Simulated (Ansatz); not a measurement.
# HPC, singlet: reading a ladder of total energies

Geometry: a point of a breathe scan, not a stationary point.

```xyz
3

C     0.0000    0.0000    1.3727
P     0.0000    0.0000   -0.0522
H     0.0000    0.0000   -1.3205
```

Basis 6-31G; Ansatz 0.2.0. Only valence electrons are correlated (noble-gas cores frozen), which leaves 10 electrons in 18 orbitals. R marks a restricted (for open shells ROHF) determinant.

Full CI is exact within this basis and frozen core; it isn't the basis-set limit.

Runs differ by some tens of microhartree through their thresholds, so steps under 0.03 kcal/mol mean nothing.

```csv
level,total energy (hartree)
RHF,-378.856446
RMP2,-379.010211
RCCSD,-379.023767
RCCSD(T),-379.031593
RCCSDT,-379.032159
RCCSDT(Q),-379.032856
RCCSDTQ,-379.032778
full CI,-379.032919
```

**Question.** What is the correlation energy at full CI, and what share of it do RMP2 and RCCSDTQ recover?

**Answer.** E(corr) = -379.032919 − (-378.856446) = -0.176473 hartree = -4.802 eV. RMP2: -0.153765 / -0.176473 = 87.13 %. RCCSDTQ: -0.176332 / -0.176473 = 99.92 %.

**Question.** By how many kcal/mol does RCCSD(T) miss full CI (1 hartree = 627.509 kcal/mol), and which steps make up the rest?

**Answer.** -379.031593 − (-379.032919) = 0.001326 hartree = 0.83 kcal/mol. Steps: RCCSDT − RCCSD(T) = -0.36, RCCSDT(Q) − RCCSDT = -0.44, RCCSDTQ − RCCSDT(Q) = 0.05, full CI − RCCSDTQ = -0.09 kcal/mol. Differences between like states or geometries often cancel part of this.
